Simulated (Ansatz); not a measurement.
Ansatz (a first-principles code) input (B3LYP-D3(BJ)/def2-TZVP):

Ansatz 0.2 input:
```yaml
crystal:
  periodic: [false, false, false]
  atoms:
    - {symbol: S, position_ang: [0.03098960, -0.05191144, -0.64378872]}
    - {symbol: H, position_ang: [-0.07380633, 0.02853657, 0.68675093]}
basis:
  gaussian:
    orbitals: def2-TZVP
hamiltonian:
  xc: b3lyp
  dispersion: d3bj
total_charge: -1
relax: {f_tol: 0.002, max_steps: 150}
```

Output:

```
Functional definition: B3LYP
integrals: 0.00 GiB planned
315 factors; their error is unknown
mean field: 0.08 GiB planned
mean field evaluation 1: about -10852.8425 eV, gradient 1.2e1 eV
mean field evaluation 2: about -10852.8132 eV, gradient 1.3e1 eV
mean field evaluation 4: about -10853.1472 eV, gradient 2.3e-1 eV
mean field evaluation 8: about -10853.1667 eV, gradient 9.3e-4 eV
mean field -10853.16672076 eV, -398.8465204475 hartree, gradient 1.0e-5 eV, S^2 0.000000; 0 other end points of the search recorded, 0 dependent functions left out
the calculation of the forces begins
reference -10853.16689052 eV, -398.8465266859 hartree; 9, 9 occupied and 34, 34 virtual orbitals, 315 factors
relax step   1: F+E_penalty+E_count = -10853.18432667 eV  Δ(F+E_penalty+E_count) = +0.000e0 eV  max|allowed force component| = 3.014e-1 eV/Å  Δτ_max = 0.0000 Å  (22 SCF iters, accepted)
these checks for a lower state are left out or cut short: starts, cluster_reference, orbital_swaps, neighbouring_geometries, increment
integrals: 0.00 GiB planned
315 factors; their error is unknown
mean field: 0.08 GiB planned
mean field evaluation 16: about -10853.1682 eV, gradient 6.9e-2 eV
mean field -10853.16819882 eV, -398.8465747650 hartree, gradient 1.4e-5 eV, S^2 0.000000; 0 other end points of the search recorded, 0 dependent functions left out
the calculation of the forces begins
reference -10853.16836858 eV, -398.8465810037 hartree; 9, 9 occupied and 34, 34 virtual orbitals, 315 factors
relax step   2: F+E_penalty+E_count = -10853.18580430 eV  Δ(F+E_penalty+E_count) = -1.478e-3 eV  max|allowed force component| = 1.275e-1 eV/Å  Δτ_max = 0.0034 Å  (26 SCF iters, accepted)
these checks for a lower state are left out or cut short: starts, cluster_reference, orbital_swaps, neighbouring_geometries, increment
integrals: 0.00 GiB planned
315 factors; their error is unknown
mean field: 0.08 GiB planned
mean field -10853.16853149 eV, -398.8465869906 hartree, gradient 1.4e-5 eV, S^2 0.000000; 0 other end points of the search recorded, 0 dependent functions left out
the calculation of the forces begins
reference -10853.16870126 eV, -398.8465932293 hartree; 9, 9 occupied and 34, 34 virtual orbitals, 315 factors
relax step   3: F+E_penalty+E_count = -10853.18613669 eV  Δ(F+E_penalty+E_count) = -3.324e-4 eV  max|allowed force component| = 2.428e-3 eV/Å  Δτ_max = 0.0026 Å  (26 SCF iters, accepted)
these checks for a lower state are left out or cut short: starts, cluster_reference, orbital_swaps, neighbouring_geometries, increment
integrals: 0.00 GiB planned
315 factors; their error is unknown
mean field: 0.08 GiB planned
mean field evaluation 32: about -10853.1685 eV, gradient 8.1e-6 eV
mean field -10853.16853162 eV, -398.8465869953 hartree, gradient 8.2e-6 eV, S^2 0.000000; 0 other end points of the search recorded, 0 dependent functions left out
the calculation of the forces begins
reference -10853.16870139 eV, -398.8465932340 hartree; 9, 9 occupied and 34, 34 virtual orbitals, 315 factors
relax step   4: F+E_penalty+E_count = -10853.18613681 eV  Δ(F+E_penalty+E_count) = -1.228e-7 eV  max|allowed force component| = 1.144e-5 eV/Å  Δτ_max = 0.0001 Å  (17 SCF iters, accepted)
integrals: 0.00 GiB planned
315 factors; their error is unknown
mean field: 0.08 GiB planned
mean field -10853.16853162 eV, -398.8465869953 hartree, gradient 1.1e-5 eV, S^2 0.000000; 1 other end points of the search recorded, 0 dependent functions left out
the calculation of the forces begins
reference -10853.16870139 eV, -398.8465932340 hartree; 9, 9 occupied and 34, 34 virtual orbitals, 315 factors
Total energy: -10853.18630657 eV, -398.8472402127 hartree
Atom 0 at     0.031463    -0.052275    -0.649802 Å, force     0.000001    -0.000001    -0.000012 eV/Å
Atom 1 at    -0.074280     0.028900     0.692765 Å, force    -0.000001     0.000001     0.000012 eV/Å
Dipole moment:    -0.010857     0.008335     0.137848 e Å
```
